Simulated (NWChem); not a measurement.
# doublet C4H4O+: levels of theory compared

We compute a comparison of 6 runs (UPBE/def2-SVP, UB3LYP/def2-SVP, UBLYP/def2-SVP, UM06-L/def2-SVP, UPBE0/def2-SVP, UTPSS/def2-SVP) of doublet C4H4O+. 

The results are computed with NWChem 7.3.0.

1 further run of the same task is left out (it didn't finish).

## 1. Starting point

C4H4O+ has 9 atoms, charge +1, and is taken as a doublet. SMILES of the parent species: `c1ccoc1`. The coordinates come from a PBE0-D4/def2-TZVP relaxation. That shape belongs to the parent species and isn't relaxed for this state.

Bond lengths: C1–C2 1.427 Å, C2–C3 1.353 Å, C3–O4 1.351 Å, C1–C5 1.353 Å, O4–C5 1.351 Å, C1–H6 1.078 Å, C2–H7 1.078 Å, C3–H8 1.077 Å, C5–H9 1.077 Å. Some angles: C1–C2–C3 106.0°, C2–C1–C5 106.0°, C2–C3–O4 110.5°, C3–O4–C5 107.0°, C1–C5–O4 110.5°, C1–C2–H7 127.6°, C3–C2–H7 126.5°, C2–C1–H6 127.6°, C5–C1–H6 126.5°, C2–C3–H8 133.4°.

## 2. The energy at UPBE/def2-SVP (run 1)

run.py reads:

```python
from ase import Atoms
from ase.calculators.nwchem import NWChem

atoms = Atoms('CCCOCHHHH', positions=[
    [0.281100, 0.977400, -0.084000],
    [0.817600, -0.248800, -0.579600],
    [-0.000500, -1.224800, -0.122600],
    [-1.001000, -0.697400, 0.616400],
    [-0.817300, 0.641100, 0.630900],
    [0.663600, 1.973100, -0.240900],
    [1.694300, -0.382300, -1.192800],
    [-0.006600, -2.296600, -0.230700],
    [-1.542600, 1.212000, 1.186300],
])

calc = NWChem(
    label='calc',
    theory='dft',
    memory='2200 mb',
    basis='def2-SVP',
    basispar='spherical bse',
    charge=1,
    dft={'xc': 'xpbe96 cpbe96', 'mult': '2', 'grid': 'fine', 'convergence': 'energy 1e-08', 'iterations': '100', 'mulliken': None, 'print': 'low'},
    task='energy',
)
atoms.calc = calc

e = atoms.get_potential_energy()
print(f"E = {e:.6f} eV")
```

Launch:

```bash
export ASE_NWCHEM_COMMAND="nwchem PREFIX.nwi > PREFIX.nwo"
python run.py
```

Standard output:

```text
E = -6238.224856 eV
```

The calculator wrote calc.nwi:

```
title "calc"

permanent_dir calc

scratch_dir calc

start calc

geometry units angstrom nocenter noautosym noautoz
  C  2.8110000000000002e-01 9.7740000000000005e-01 -8.4000000000000005e-02
  C  8.1759999999999999e-01 -2.4879999999999999e-01 -5.7960000000000000e-01
  C  -5.0000000000000001e-04 -1.2248000000000001e+00 -1.2260000000000000e-01
  O  -1.0009999999999999e+00 -6.9740000000000002e-01 6.1639999999999995e-01
  C  -8.1730000000000003e-01 6.4110000000000000e-01 6.3090000000000002e-01
  H  6.6359999999999997e-01 1.9731000000000001e+00 -2.4090000000000000e-01
  H  1.6942999999999999e+00 -3.8229999999999997e-01 -1.1928000000000001e+00
  H  -6.6000000000000000e-03 -2.2966000000000002e+00 -2.3069999999999999e-01
  H  -1.5426000000000000e+00 1.2120000000000000e+00 1.1862999999999999e+00
end

charge 1

memory 2200 mb

basis spherical bse noprint
   * library def2-SVP
end

dft
  xc xpbe96 cpbe96
  mult 2
  grid fine
  convergence energy 1e-08
  iterations 100
  mulliken
  print low
end

task dft energy
```

calc.nwo:

```text
Northwest Computational Chemistry Package (NWChem) 7.3.0
             --------------------------------------------------------

           Job information
           ---------------

    nwchem branch   = 7.3.0
    use scalapack   = T
    input           = calc.nwi
    prefix          = calc.
    data base       = calc/calc.db
    status          = startup
    nproc           =        1

           Memory information
           ------------------

    heap     =     72089594 doubles =      550.0 Mbytes
    stack    =     72089599 doubles =      550.0 Mbytes
    global   =    144179200 doubles =     1100.0 Mbytes (distinct from heap & stack)
    total    =    288358393 doubles =     2200.0 Mbytes
    verify   = yes
    hardfail = no

           Directory information
           ---------------------

  0 permanent = calc
  0 scratch   = calc

                                NWChem Input Module
                                -------------------

                                       calc
                                       ----

[... 25 lines left out ...]
            Nuclear Dipole moment (a.u.)
[... 90 lines left out ...]
   convergence    iter        energy       DeltaE   RMS-Dens  Diis-err    time
[... 13 lines left out ...]
         Total DFT energy =     -229.250536894349
      One electron energy =     -621.249667583780
           Coulomb energy =      261.377361212172
    Exchange-Corr. energy =      -31.169886135431
 Nuclear repulsion energy =      161.791655612691
[... 29 lines left out ...]
     -------------------------------------------
      Total Density - Lowdin Population Analysis
     -------------------------------------------

    Atom       Charge   Shell Charges
 -----------   ------   -------------------------------------------------------
    1 C    6     5.95   1.97  0.62  0.30  1.91  1.07  0.09
    2 C    6     5.95   1.97  0.62  0.30  1.91  1.07  0.09
    3 C    6     5.75   1.97  0.63  0.29  1.81  0.90  0.15
[... 5 lines of this table left out ...]
    9 H    1     0.92   0.62  0.23  0.07

     ------------------------------------------
      Spin Density - Lowdin Population Analysis
     ------------------------------------------

    Atom       Charge   Shell Charges
 -----------   ------   -------------------------------------------------------
    1 C    6     0.10   0.00  0.00  0.00  0.06  0.03  0.01
    2 C    6     0.10   0.00  0.00  0.00  0.06  0.03  0.01
    3 C    6     0.42   0.00  0.01  0.00  0.28  0.13 -0.00
[... 5 lines of this table left out ...]
    9 H    1    -0.00  -0.01 -0.00  0.01

     --------------------------
     Expectation value of S2:
     --------------------------
      <S2> =      0.7559 (Exact =     0.7500)

 Task  times  cpu:       30.0s     wall:       30.0s
 Total times  cpu:       30.0s     wall:       30.0s
```

Wall time 32 s (1 thread of Intel Xeon Platinum 8488C (Sapphire Rapids), shared host); peak memory 0.11 GiB.

## 3. A single-point energy at UB3LYP/def2-SVP (run 2)

c4h4o.nw reads:

```
start c4h4o
memory 2200 mb
charge 1

geometry units angstrom noautosym nocenter noautoz
   C        0.281100       0.977400      -0.084000
   C        0.817600      -0.248800      -0.579600
   C       -0.000500      -1.224800      -0.122600
   O       -1.001000      -0.697400       0.616400
   C       -0.817300       0.641100       0.630900
   H        0.663600       1.973100      -0.240900
   H        1.694300      -0.382300      -1.192800
   H       -0.006600      -2.296600      -0.230700
   H       -1.542600       1.212000       1.186300
end

basis spherical bse
   C library def2-SVP
   O library def2-SVP
   H library def2-SVP
end

dft
   xc b3lyp
   mult 2
   grid fine
   convergence energy 1e-08
   iterations 100
   mulliken
   print medium
end

task dft energy
```

Launch:

```bash
nwchem c4h4o.nw > c4h4o.out
```

Standard output:

```text
[...]
          Wavefunction type:  spin polarized.
          No. of atoms     :     9
          No. of electrons :    35
[...]
          Charge           :     1
          Spin multiplicity:     2
[...]
          AO basis - number of functions:    90
[...]
              XC Information
              --------------
                         B3LYP Method XC Potential
                     Hartree-Fock (Exact) Exchange  0.200
                        Slater Exchange Functional  0.800 local
                    Becke 1988 Exchange Functional  0.720 non-local
              Lee-Yang-Parr Correlation Functional  0.810
                  VWN I RPA Correlation Functional  0.190 local
[...]
 d= 0,ls=0.0,diis     1   -229.4279855878 -3.91D+02  6.63D-03  2.41D-01     2.3
[...]
 d= 0,ls=0.0,diis    12   -229.5268732249 -2.29D-09  1.05D-07  1.98D-10    25.2
[...]
         Total DFT energy =     -229.526873224859
      One electron energy =     -621.250562608080
           Coulomb energy =      261.393111432359
    Exchange-Corr. energy =      -31.461077661829
 Nuclear repulsion energy =      161.791655612691
[...]
      Total Density - Mulliken Population Analysis
     ---------------------------------------------
    Atom       Charge   Shell Charges
 -----------   ------   -------------------------------------------------------
    1 C    6     5.95   1.99  0.93  0.30  2.10  0.59  0.03
    2 C    6     5.95   1.99  0.93  0.30  2.10  0.59  0.03
    3 C    6     5.70   1.99  0.96  0.25  2.00  0.44  0.07
    4 O    8     8.15   1.99  1.12  0.63  2.88  1.51  0.02
    5 C    6     5.70   1.99  0.96  0.25  2.00  0.44  0.07
    6 H    1     0.89   0.73  0.14  0.02
    7 H    1     0.89   0.73  0.14  0.02
    8 H    1     0.88   0.73  0.13  0.02
    9 H    1     0.88   0.73  0.13  0.02
[...]
      <S2> =      0.7592 (Exact =     0.7500)
[...]
```

Wall time 26 s (1 thread of Intel Xeon Platinum 8488C (Sapphire Rapids), shared host); peak memory 0.11 GiB.

Runs 3 to 5 aren't shown in full; the table further down has their settings and results.

## 4. The energy at UTPSS/def2-SVP (run 6)

m1.nw reads:

```
start m1
title "C4H4O"
memory stack 880 mb heap 220 mb global 1100 mb
charge 1

geometry noautosym nocenter noautoz
  C        0.281100       0.977400      -0.084000
  C        0.817600      -0.248800      -0.579600
  C       -0.000500      -1.224800      -0.122600
  O       -1.001000      -0.697400       0.616400
  C       -0.817300       0.641100       0.630900
  H        0.663600       1.973100      -0.240900
  H        1.694300      -0.382300      -1.192800
  H       -0.006600      -2.296600      -0.230700
  H       -1.542600       1.212000       1.186300
end

basis spherical bse
  C library def2-SVP
  O library def2-SVP
  H library def2-SVP
end

dft
  xc xtpss03 ctpss03
  mult 2
  grid fine
  convergence energy 1e-08
  iterations 100
  mulliken
end

task dft
```

Launch:

```bash
nwchem m1.nw > m1.out
```

Standard output:

```text
[...]
          Wavefunction type:  spin polarized.
          No. of atoms     :     9
          No. of electrons :    35
[...]
          Charge           :     1
          Spin multiplicity:     2
[...]
          AO basis - number of functions:    90
[...]
              XC Information
              --------------
                  TPSS metaGGA Exchange Functional  1.000
             TPSS03 metaGGA Correlation Functional  1.000
[...]
 d= 0,ls=0.0,diis     1   -229.4750845722 -3.91D+02  7.75D-03  2.29D-01     3.1
[...]
 d= 0,ls=0.0,diis    14   -229.5745656773 -4.80D-10  2.48D-07  5.42D-10    39.2
[...]
         Total DFT energy =     -229.574565677255
      One electron energy =     -621.289421433744
           Coulomb energy =      261.446607886217
    Exchange-Corr. energy =      -31.523407742419
 Nuclear repulsion energy =      161.791655612691
[...]
      Total Density - Mulliken Population Analysis
     ---------------------------------------------
    Atom       Charge   Shell Charges
 -----------   ------   -------------------------------------------------------
    1 C    6     5.97   1.99  0.93  0.32  2.10  0.60  0.04
    2 C    6     5.97   1.99  0.93  0.32  2.10  0.60  0.04
    3 C    6     5.70   1.99  0.97  0.25  2.00  0.44  0.07
    4 O    8     8.16   1.99  1.12  0.65  2.87  1.51  0.02
    5 C    6     5.70   1.99  0.97  0.25  2.00  0.44  0.07
    6 H    1     0.88   0.74  0.12  0.02
    7 H    1     0.88   0.74  0.12  0.02
    8 H    1     0.87   0.74  0.11  0.02
    9 H    1     0.87   0.74  0.11  0.02
[...]
      <S2> =      0.7584 (Exact =     0.7500)
[...]
```

Run time: 41 s. Hardware: 1 thread of Intel Xeon Platinum 8488C (Sapphire Rapids), shared host; peak memory 0.11 GiB.

## 5. All runs side by side

```csv
run,level,energy (Eh),⟨S²⟩,wall time
1,UPBE/def2-SVP,-229.250537,0.756,32 s
2,UB3LYP/def2-SVP,-229.526873,0.759,26 s
3,UBLYP/def2-SVP,-229.450715,0.755,31 s
4,UM06-L/def2-SVP,-229.491914,0.760,39 s
5,UPBE0/def2-SVP,-229.263786,0.762,26 s
6,UTPSS/def2-SVP,-229.574566,0.758,41 s
```

## 6. Outcome

```
                                 quantity          value
                      run 6: total energy  -229.57457 Eh
run 6: HOMO energy (highest over α and β)      -13.59 eV
 run 6: LUMO energy (lowest over α and β)      -12.09 eV
                              run 6: ⟨S²⟩          0.758
```

In words: Totals of different functionals can't be ranked against each other. All runs together took 3.2 min, the longest 41 s.
